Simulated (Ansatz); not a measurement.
## AlGa, triplet: the ladder up to full CI

Geometry: that of the AlGa, singlet, kept fixed.

```yaml
atoms:
  - { symbol: Al, position_ang: [0.0000, 0.0000, 0.0000] }
  - { symbol: Ga, position_ang: [0.0000, 0.0000, 3.0185] }
```

Basis cc-pVTZ; Ansatz 0.2.0. Only valence electrons are correlated (noble-gas cores and the filled d shells of p-block atoms frozen), which leaves 6 electrons in 58 orbitals. R marks a restricted (for open shells ROHF) determinant. Active spaces: valence = (6e, 8o) chosen from the atoms' valence shells. No spin–orbit coupling is included, and no scalar relativity.

Full CI is exact within this basis and frozen core; it isn't the basis-set limit.

The UHF ⟨S²⟩ is 2.036, the T1 diagnostic (RCCSD) is 0.0308 and the largest doubles amplitude (RCCSD) is 0.089.

Question: From what is known of these methods and the diagnostics, rank them by the size of their error in total energy against full CI in cc-pVTZ, smallest first (an estimate: the text doesn't fix the numbers).
A. RCCSD
B. BCCD(T)
C. RMP2
D. RHF
E. CASSCF (valence space)

Answer: B (5.3 kJ/mol), A (20.8 kJ/mol), C (87.3 kJ/mol), E (184.8 kJ/mol), D (330.3 kJ/mol).

All errors are against full CI in cc-pVTZ. Within each family the higher level lies nearer, as is usual though not guaranteed.

The full-CI state has the irrep B1 of C2v, in the program's axes (one component, if the state is degenerate).

Natural occupations of full CI about the gap: 1.912 1.869 0.969 0.953 0.065 0.049 0.048 0.038 0.015 0.014; effectively unpaired electrons, Σ n²(2−n)², 2.12.
